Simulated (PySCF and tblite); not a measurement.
Allyl Fluoride, C3H5F, numbered as in [CH2:1]=[CH:2][CH2:3][F:4].

The ensemble was built from 90 distance-geometry starts (ETKDG and KDG, MMFF94s, GFN2-xTB) and rests on PBE0-D3(BJ)/def2-SVP geometries. Energies: B3LYP-D3(BJ)/def2-TZVP, with GFN2-xTB thermal terms (modes under about 100 cm⁻¹ blended into free rotors). Symmetry numbers and mirror images are counted. Conformers within 3 kcal/mol (GFN2-xTB free energy) were kept, 8 at most. GIAO shieldings: PBE0/pcSseg-2. Shifts are against TMS (¹H), TMS (¹³C), CFCl3 (¹⁹F) at the same level. Codes: tblite and PySCF.

Torsions listed: C1–C2–C3–F4. Of a mirror pair one member is shown.

```tsv
conformer	shape	weight %	dipole D
1	-132°	59.8	1.76
2	0°	40.2	1.66
```

(1) How does the computed dipole moment compare with the measured one in the gas phase?

Results:

(1) Computed: 1.76 D in the leading conformer, 1.72 D as root mean square over the ensemble. Measured: 1.76 D (NIST CCCBDB Release 22 (SRD 101), experimental dipoles), which may belong to one conformer.
